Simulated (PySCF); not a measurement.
## Beryllium: a sound run and one with changed settings

Sound run: Be [He] 2s2, Be+ [He] 2s1. Computed with PySCF 2.14 in x2c-SVPall, with scalar relativity by spin-free X2C-1e. The sound run starts from symmetry-adapted Hartree-Fock orbitals and uses a fine grid where one is needed.

Changed run: 14 angular points. This setting is unsound on purpose.

```csv
species,method,sound run (hartree),changed run (hartree),converged
Be,UHF,-14.55620,-14.55620,yes
Be,LDA,-14.43079,-14.43079,yes
Be,PBE,-14.61438,-14.61438,yes
Be+,UHF,-14.26333,-14.26333,yes
Be+,LDA,-14.10137,-14.10137,yes
Be+,PBE,-14.28458,-14.28458,yes
```

Ionisation energy of Be:

```tsv
method	sound run (eV)	changed run (eV)
UHF	7.970	7.970
LDA	8.964	8.964
PBE	8.974	8.974
```

Here the setting changes nothing at the digits shown.

For comparison, NIST gives 9.323 eV between the lowest levels.
